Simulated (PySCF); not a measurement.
## CO from Hartree–Fock to correlated methods

State: ¹Σ⁺ (singlet), closed shell. Set-up: PySCF, no relativity, basis sets C def2-TZVPP, O def2-TZVPP. De refers to C + O in their high-spin ground configurations, without counterpoise correction. A positive dipole means C(−)O(+).

```csv
Level,Re (Å),ωe (cm⁻¹),De (eV),μ (D),"CPU s a point (SCF and correlation, without the integrals)"
RHF,1.103,2428,7.59,-0.14,0.13
RHF-MP2,1.137,2123,11.51,n/a,0.2
RHF-SCS-MP2,1.135,2148,11.30,n/a,n/a
RHF-CCSD,1.127,2225,10.60,n/a,n/a
RHF-CCSD(T),1.134,2155,10.92,n/a,2
PBE,1.136,2130,11.66,0.21,0.65
r²SCAN,1.127,2195,11.08,0.18,1
B3LYP,1.125,2215,11.07,0.11,0.82
PBE0,1.123,2240,11.08,0.13,1.3
r²SCAN0,1.118,2276,10.61,0.10,1.2
MN15,1.128,2239,11.26,0.04,1.2
M06-2X,1.120,2279,11.26,0.05,1.2
ωB97X-V,1.126,2240,11.17,0.10,3.5
```

(1) Which functional lies closest to RHF-CCSD(T) in De, which farthest, and by how much do they differ from it?

(2) What does a quarter of exact exchange do here, going from PBE to PBE0?

(3) What does the step from GGA to meta-GGA do here, going from PBE to r²SCAN?

Correlated steps freeze 2 core orbitals. Where the molecule has an RHF reference, its open-shell atoms are computed with UHF.

The whole job (state search and all levels along the bond) took about 2.9 min on 1 thread of Arm Neoverse V1 (shared host), peak memory 1.1 GiB.

## Answers

(1) Closest is B3LYP (-0.9 pm in Re, +2.8 % in ωe, +0.15 eV in De against RHF-CCSD(T) in the same basis), farthest PBE (+0.2 pm in Re, -1.2 % in ωe, +0.74 eV in De). CCSD(T) converges more slowly with the basis than the functionals do and binds too weakly in this one, so the order can change at the basis-set limit.

(2) PBE0 less PBE: -1.3 pm in Re, +5.2 % in ωe, -0.58 eV in De. Exact exchange removes part of the self-interaction that spreads semilocal densities, and in most molecules shortens and stiffens the bond and lowers De; so it does here.

(3) r²SCAN less PBE: -0.9 pm in Re, +3.1 % in ωe, -0.58 eV in De.
